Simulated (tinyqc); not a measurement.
Worked calculation: harmonic frequencies on the UHF/sto-6g surface (energies and gradients from PySCF), for LiH+, spin multiplicity 2. One step of it, computed by the program tinyqc.

Problem. One row of the Hessian: 1Liz. Displace 1Liz by +/-0.01 bohr; H(k, :) = (g(+) - g(-)) / (2 delta).

optimised positions (bohr):
```
            x         y          z
1Li  0.000000  0.000000  -0.260609
2H   0.000000  0.000000   3.461805
```

gradient at +delta (hartree/bohr):
```
              x           y            z
1Li  0.00000000  0.00000000   0.00022080
2H   0.00000000  0.00000000  -0.00022080
```

gradient at -delta (hartree/bohr):
```
              x           y            z
1Li  0.00000000  0.00000000  -0.00020582
2H   0.00000000  0.00000000   0.00020582
```

Give: row of the Hessian.

Solution.

row of the Hessian (hartree/bohr^2): 1Lix 0.000000, 1Liy 0.000000, 1Liz 0.021331, 2Hx 0.000000, 2Hy 0.000000, 2Hz -0.021331
